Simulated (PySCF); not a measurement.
We consider rock-salt NaCl, described by MP2 (PySCF, GTH pseudopotentials, Gaussian basis).

The cell has the measured lattice parameters. Conventional cell: a = 5.6401 Å, b = 5.6401 Å, c = 5.6401 Å, α = 90.00°, β = 90.00°, γ = 90.00°.

The correlation energy at a fixed DZ basis:

```tsv
k mesh	value (eV/atom)
2×2×2	-1.9524
3×3×3	-2.0069
4×4×4	-2.0191
```

Q: Taking the value to converge with the number of k points N as 1/N, extrapolate from the last two rows.

A: With y = y∞ + c/w and weights w = 27 and 64 for the last two rows, y∞ = (w2 y2 − w1 y1)/(w2 − w1) = (64 × -2.0191 − 27 × -2.0069)/37 = -2.0280 eV/atom, which lies 0.0089 beyond the last row. Successive pairs of rows give -2.0298, -2.0280. The limit also hangs on the law assumed, so its last digits aren't firm.

The other settings are not extrapolated, so this is the limit in one setting alone.
